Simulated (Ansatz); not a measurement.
Results of PBE0 in Ansatz (PAW) for A-type hexagonal La₂O₃.

Settings: plane-wave cutoff 500 eV, 6×6×4 k mesh (along the axes of the cell as run), gaussian smearing 0.02 eV, scalar-relativistic PAW data made under PBE.

Cell (relaxed with r²SCAN):

```cif
data_La2O3
_chemical_formula_sum 'La2 O3'
_space_group_name_H-M_alt 'P 1'
_space_group_IT_number 1
_cell_length_a 3.93504
_cell_length_b 3.93504
_cell_length_c 6.12523
_cell_angle_alpha 90.000
_cell_angle_beta 90.000
_cell_angle_gamma 120.000
loop_
_space_group_symop_operation_xyz
  'x, y, z'
loop_
_atom_site_label
_atom_site_type_symbol
_atom_site_fract_x
_atom_site_fract_y
_atom_site_fract_z
_atom_site_occupancy
La1 La 0.33333 0.66667 0.24610 1
La2 La 0.66667 0.33333 0.75390 1
O1 O 0.00000 0.00000 0.00000 1
O2 O 0.33333 0.66667 0.64622 1
O3 O 0.66667 0.33333 0.35378 1
```

What does this level give for the band gap?


- band gap: 6.03 eV (on the SCF k mesh)

Note: cell and atoms aren't relaxed at this level (largest force component 0.17 eV/Å, pressure -1.1 GPa).

Spin–orbit coupling is not included.

Static lattice: no zero-point or thermal effects.

Ansatz is a program for electronic structure.
